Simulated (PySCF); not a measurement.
**Aluminium: a sound run and one with changed settings**

Sound run: Al [Ne] 3s2 3p1, Al⁺ [Ne] 3s2. Computed with PySCF 2.14 in def2-TZVP (5s5p2d1f, 37 functions), with no relativity, point nucleus. In the sound run the correlated levels freeze [Ne]. The sound run starts from symmetry-adapted Hartree-Fock orbitals and uses a fine grid where one is needed.

Changed run: the spin-free X2C one-electron Hamiltonian (Gaussian nucleus). This setting is unsound on purpose.

```
species   method  sound run (hartree)  changed run (hartree)  converged
     Al      UHF           -241.87435             -242.27004        yes
     Al      LDA           -241.31129             -241.70810        yes
     Al     TPSS           -242.37976             -242.77620        yes
     Al      MP2           -241.90934             -242.30504        yes
     Al  CCSD(T)           -241.92584             -242.32150        yes
    Al⁺      UHF           -241.66873             -242.06466        yes
    Al⁺      LDA           -241.09000             -241.48707        yes
    Al⁺     TPSS           -242.15436             -242.55106        yes
    Al⁺      MP2           -241.69600             -242.09192        yes
    Al⁺  CCSD(T)           -241.70808             -242.10396        yes
```

Ionisation energy of Al:

| method | sound run (eV) | changed run (eV) |
| --- | --- | --- |
| UHF | 5.595 | 5.589 |
| LDA | 6.021 | 6.015 |
| TPSS | 6.133 | 6.126 |
| MP2 | 5.805 | 5.799 |
| SCS-MP2 | 5.789 | 5.783 |
| CCSD | 5.895 | 5.890 |
| CCSD(T) | 5.925 | 5.920 |

Most of the change in total energy is the relativistic energy itself. On top of that the contraction fixes the core shape for the Hamiltonian it was made with, so the changed run is not a good calculation with the other Hamiltonian either.

For comparison, NIST gives 5.986 eV between the lowest levels.
